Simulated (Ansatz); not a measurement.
**AlBH (quartet): the correlation ladder, def2-TZVPP**

One table from this session's results is given with a row withheld; the runs are named, their logs left out.

Computed with Ansatz 0.2.0, Gaussian basis. Level: def2-TZVPP, core rule «outside noble gas», up to 6 orbitals frozen.

Plan: UHF; ROHF; CCSD(T) on UHF.

2 further runs of the same task are left out: 2 set aside as unsound or not needed.

## The geometry

The geometry is a PBE0/def2-TZVP stationary point (not a proven minimum) of the parent state, kept for this charge and spin.

3 atoms, charge 0, spin multiplicity 4.

Atoms are counted from 1 here; the program's logs count them from 0.

Bond lengths: B1–Al2 2.077 Å, Al2–H3 1.601 Å. Angles: B1–Al2–H3 125.0°.

Set-up of the first run:

in.yaml reads:

```yaml
crystal:
  periodic: [false, false, false]
  atoms:
    - {symbol: B, position_ang: [0.000000, -0.138799, 1.515922]}
    - {symbol: Al, position_ang: [0.000000, 0.096806, -0.547327]}
    - {symbol: H, position_ang: [0.000000, -1.102664, -1.608146]}
basis:
  gaussian: {orbitals: def2-TZVPP}
magnetization: {spin_polarized: true, initial_magnetization: 3}
hamiltonian: {xc: hf}
output: {orbitals: {seedname: orbitals}}
```

Command:

```
$ ansatz run in.yaml --threads 1 --pin off --events-out ev --progress --plain --max-ram 2816MiB --backend cpu
```

Steps of the session up to this table: UHF; ROHF; CCSD(T) on UHF.

One of the session's tables, all rows but one given; the rest of the session is left out.

| method | from UCCSD(T) (meV) |
| --- | --- |
| ROHF | +3889.3 |
| UHF | +3779.0 |
| UMP2 | ? |
| UCCSD | +166.8 |
| UCCSD(T) | 0 |

Q: Estimate the row for UMP2 from the others.

As computed: from UCCSD(T) (meV): +1027.8. In the column «from UCCSD(T) (meV)» it lies between UCCSD (+166.8) and UHF (+3779.0).
